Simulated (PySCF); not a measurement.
Computed with M06-2X/def2-TZVP // B3LYP-D3(BJ)/def2-TZVP in PySCF. Gas-phase values, no solvent. One relaxed conformer stands for a flexible species; it need not be the lowest. 

Reference species (SMILES): `[CH2]O` (neutral, multiplicity 2).

The highest occupied spin orbital is -6.44 eV.

Changed species: `CO[C]=O` (C–O–C–O torsion 0°) (radical fragment; the reference has radical fragment).

Q: Give the shifts of the highest occupied spin orbital.

A: the highest occupied spin orbital drops by 1.70 eV, to -8.14 eV.
